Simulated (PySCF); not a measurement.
**Two-dimensional NMR puzzle**

Compound of formula C5H10. Correlations simulated from computed shifts and the bond graph:

HSQC (one-bond C–H):
| δH | δC |
| --- | --- |
| 5.97 | 157.7 |
| 5.28 | 118.3 |
| 5.11 | 118.3 |
| 2.28 | 41.1 |
| 1.01 | 25.8 |

COSY cross peaks (H two or three bonds apart, from the bond graph; peaks can be absent where the dihedral angle is near 90°):
| δH | δH |
| --- | --- |
| 5.97 | 5.28 |
| 5.97 | 5.11 |
| 5.97 | 2.28 |
| 5.28 | 5.11 |
| 2.28 | 1.01 |

HMBC (two and three bonds, from the bond graph):
| δH | δC |
| --- | --- |
| 5.97 | 118.3, 41.1, 25.8 |
| 5.28 | 157.7, 41.1 |
| 5.11 | 157.7, 41.1 |
| 2.28 | 157.7, 118.3, 25.8 |
| 1.01 | 157.7, 41.1, 25.8 |

PySCF 2.14 calculation with coordinates at the PBE0-D3(BJ)/def2-TZVP level and GIAO B97-2/pcSseg-2 shieldings; one conformer, non-relativistic, no solvent model, one averaged value for each set of equivalent atoms.

Scale: TMS for ¹H (σ = 31.64 ppm) and ¹³C (σ = 185.38 ppm) (reference shieldings calculated alike).

Exchangeable hydrogens are left out of these lists.

Work out the connectivity.

Results:

3-methyl-1-butene (C=CC(C)C).

Numbering as in the mapped SMILES `[CH2:1]=[CH:2][CH:3]([CH3:4])[CH3:5]`. Each H is labelled by its parent atom. Ha(C1) is cis to C3; Hb(C1) is trans to C3.

1. δC 157.7 is C2, an alkene CH (δH 5.97).
2. δC 118.3 is C1, a terminal =CH2 carbon (δH 5.28, 5.11).
3. δC 41.1 is C3, an allylic sp3 CH (δH 2.28).
4. δC 25.8 is C4/C5, a methyl carbon (δH 1.01).
5. COSY links 5.97–5.28, 5.97–5.11, 5.97–2.28, 5.28–5.11, 2.28–1.01.

Shifts are as computed. Against solution values, carbons near 30 ppm lie about +3 ppm off and those near 130 ppm about +7 ppm. Of 1309 compounds with measured shifts, 239 miss one by over three times the rms of a fit or turn the order of signals round; such compounds aren't used in these exercises.
